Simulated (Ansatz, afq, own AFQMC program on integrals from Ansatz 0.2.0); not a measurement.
Two steps: Ansatz 0.2.0 writes the Fock matrix and Cholesky factors of the valence space, and afq projects on them the lowest state that overlaps trial and start.

```yaml
crystal:
  periodic: [false, false, false]
  atoms:
    - {symbol: H, position_ang: [0.000000, 0.000000, -1.248667]}
    - {symbol: H, position_ang: [0.000000, 0.000000, -0.258667]}
    - {symbol: Si, position_ang: [0.000000, 0.000000, 1.507333]}
basis:
  gaussian: {orbitals: cc-pVTZ}
magnetization: {spin_polarized: true, initial_magnetization: 2}
correlation: {method: ccsd_t, electrons: outside_noble_gas, hamiltonian_folder: ham}
```

```sh
$ ansatz run in.yaml --threads 1 --pin off --events-out ev --progress --plain --max-ram 16896MiB --backend cuda --devices 0, --max-vram 18GiB
```

Options of the walk:

```
--method phaseless --trial cisd --walkers 4000 --populations 20 --least-time 60 --time-step 0.005 --steps-per-block 50 --equilibration-blocks 28 --max-blocks 4000 --target-error 0.00015 --factor-cut 1e-05 --start spin_pure --seed 2455 --release-times 0.24,0.51,0.99,1.62,2.4 --release-step 0.03 --release-every 3 --taylor-order 6
```

Times are imaginary, in 1/Eh. The walk had a cap of 185 s. With eight or more populations the least sampling time is a fifth of least-time, and the error comes from their spread.

```
orbitals 57  electrons 4 2  factors 350 of 359
reference energy -289.94259504 Eh
CCSD correlation -0.12655450 Eh in 12 cycles, weight of the determinant in the CISD state 0.9018
energy of the start -290.068745 Eh
 block  time / (1/Eh)  mean weight  energy / Eh
     1     0.250  0.9999  -290.068363
     2     0.500  1.0000  -290.069004
     3     0.750  0.9999  -290.069843
     4     1.000  0.9997  -290.070586
     5     1.250  1.0000  -290.071376
    10     2.500  0.9999  -290.072958
    15     3.750  1.0002  -290.073646
    20     5.000  1.0000  -290.073805
    25     6.250  1.0000  -290.074120
    30     7.500  1.0001  -290.074449
    35     8.750  1.0001  -290.074386
    40    10.000  1.0000  -290.074219
    45    11.250  1.0002  -290.074467
    50    12.500  1.0004  -290.074137
    55    13.750  1.0000  -290.074458
    60    15.000  0.9998  -290.073758
    63    15.750  0.9998  -290.073480
    65    16.250  0.9999  -290.073758
    70    17.500  1.0000  -290.073976
    75    18.750  1.0001  -290.073751
    78    19.500  0.9997  -290.075044
error from the spread of 20 populations
released: time / (1/Eh)  energy / Eh  error  mean overlap
  0.24  -290.074167  0.000079  0.9989
  0.51  -290.074255  0.000078  0.9991
  0.99  -290.074474  0.000059  0.9942
  1.62  -290.074563  0.000055  0.9873
  2.40  -290.074576  0.000065  0.9880
energy -290.074057 +/- 0.000078 Eh
(rows thinned)
```

(1) Estimate how long the walk took on 1 × NVIDIA H100 80GB HBM3 with 2 threads of AMD EPYC 7R13 Processor (Zen 3), on a shared host (the card was shared).

The run passed its tests (sampling time, drift between the halves within three errors, error under three times the target), which doesn't prove that it has relaxed.

Against this walk (error 2.1 meV) on the same determinant: CCSD(T) 18.3 meV higher, CCSDT(Q) 14.5 meV lower. The error is statistical and leaves out the bias of the constraint. Released to 2.40 1/Eh the energy lies 14 ± 3 meV (both errors) below the phaseless value, which shows part or all of the bias of the constraint, and CCSDT(Q) lies 0.4 meV below the released value.

Cautions: constraint bias not in the error; lower spins were not checked.

## Answers

(1) 75 s of wall time.

CCSDT and higher add their correlation energy to the determinant of the CCSD(T) run, since their own runs factorise the integrals more tightly (a shift of under 2 meV). A walk keeps the symmetry of its determinant, which the program's search chose and which needn't be the lowest solution, so a lower state of the same spin and another symmetry isn't excluded.
